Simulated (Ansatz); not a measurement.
## AlMgH2 (H-bridged), quartet along the scale of all distances

Starting geometry (PBE0/def2-TZVP stationary point for this spin, not checked as a minimum):

```xyz
4

Al    0.0000    0.0562    1.2209
Mg    0.0000   -0.0014   -1.4713
H     0.0000   -0.3272    2.7591
H     0.0000   -1.1428    0.0371
```

From there all distances are scaled together; atoms are numbered as listed. Energies are in eV, counted from the starting geometry at the same level. Kohn–Sham curves are unrestricted where that lies lower.

Basis 6-31G; Ansatz 0.2.0. Only valence electrons are correlated (noble-gas cores frozen). The metal's outer-core shells are frozen, which leaves out core–valence correlation.

Full CI is exact within this basis and frozen core; it isn't the basis-set limit.

```
scale of all distances    PBE
                 0.867  1.493
                 1.000  0.000
                 1.127  0.248
                 1.303  1.466
                 1.513  2.877
                 1.766  3.713
                 1.971  3.931
                 2.421  4.040
```

Estimate the full CI curve in 6-31G from this one, knowing how PBE errs.

The computed full CI values, in eV from the starting point, and the error of PBE against them:
```tsv
scale of all distances	full CI	PBE less full CI
0.867	1.570	-0.077
1.000	0.000	0.000
1.127	0.199	0.048
1.303	1.350	0.116
1.513	2.467	0.410
1.766	2.744	0.969
1.971	2.764	1.166
2.421	2.767	1.273
```

PBE at 2.421 lies 1.273 eV (46 %) above the reference in this basis.

In so small a basis the reference is far from its limit while semilocal and hybrid functionals are nearer theirs, so the functionals' errors here hold much of the reference's basis and frozen-core error, which can add to them or hide them.
